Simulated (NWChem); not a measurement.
System: nitrogen trifluoride (NF$_{3}$); SMILES FN(F)F

Here is an NWChem input.

```
start job
memory heap 200 mb stack 900 mb global 1100 mb
geometry units angstroms
  F      1.205009    -0.256703    -0.089100
  N     -0.008785     0.003571     0.463620
  F     -0.377619     1.168872    -0.130479
  F     -0.820914    -0.914901    -0.122227
end
basis spherical
  * library 6-31g*
end
dft
  xc b3lyp
  iterations 150
end
driver
  maxiter 120
end
task dft optimize
task dft freq
```

The level has its own optimisation; frequencies are unscaled.

Problem. What results follow from this input? (B3LYP/6-31G* (spherical d).) Quantities: r F–N (Å); highest harmonic frequency (cm⁻¹); lowest (cm⁻¹); zero-point energy (kcal/mol); dipole (D).

Solution. 
```yaml
r F–N (Å): 1.383
highest harmonic frequency (cm⁻¹): 1062
lowest (cm⁻¹): 483
zero-point energy (kcal/mol): 6.5
dipole (D): 0.09
```
